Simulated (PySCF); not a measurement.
# Basis-set dependence of excited states

C5H5F.
SMILES: `C(F)C#CC=C`

TDDFT with PBE0 (PySCF), vertical singlets, core orbitals frozen in the response, spherical d and f functions. Geometry: PBE0-D3(BJ)/def2-SVP; no solvent, vibrations or thermal averaging.

Question: How do the low singlets change with the basis? Take 6-31G*, def2-SVP, 6-31+G*, def2-SVPD, aug-cc-pVDZ, def2-TZVP and def2-TZVPD.

Answer: 

```
      basis  functions  diffuse  S1 (eV)  S2 (eV)  S3 (eV)  S4 (eV)  S5 (eV)  LUMO (eV)  α (au)
     6-31G*         94       no     5.46     5.62     5.66     7.67     7.90      -0.63    53.8
   def2-SVP        109       no     5.46     5.59     5.65     7.61     7.83      -0.91    56.1
    6-31+G*        118      yes     5.32     5.47     5.52     6.50     6.83      -1.04    62.7
  def2-SVPD        163      yes     5.38     5.51     5.54     6.82     7.28      -1.08    66.5
aug-cc-pVDZ        183      yes     5.31     5.43     5.48     6.16     6.47      -1.09    68.2
  def2-TZVP        216       no     5.37     5.48     5.53     7.35     7.62      -1.04    63.9
 def2-TZVPD        270      yes     5.32     5.45     5.48     6.44     6.84      -1.09    68.2
```

States are compared by their number. Against the largest diffuse basis here (def2-TZVPD, itself not a converged limit), sets without diffuse functions differ by up to 0.14 eV in S1 and 1.06 eV in S5; the smaller diffuse sets differ by up to 0.06 and 0.44 eV. S1 is led by HOMO-1→LUMO (65%) in 6-31G* and by HOMO→LUMO+1 (50%) in def2-TZVPD. S1 is led by HOMO-1→LUMO (65%) in def2-SVP and by HOMO→LUMO+1 (50%) in def2-TZVPD. State by state, the largest deviation of a set without diffuse functions is S1 0.14, S2 0.18, S3 0.18, S4 1.23, S5 1.06 eV. The same number needn't mean the same state in each row. Against def2-TZVPD the polarisability deviates by -21% in 6-31G*, -18% in def2-SVP, -8% in 6-31+G*, -3% in def2-SVPD, 0% in aug-cc-pVDZ, -6% in def2-TZVP. A single + in a Pople set puts diffuse functions on heavy atoms only.
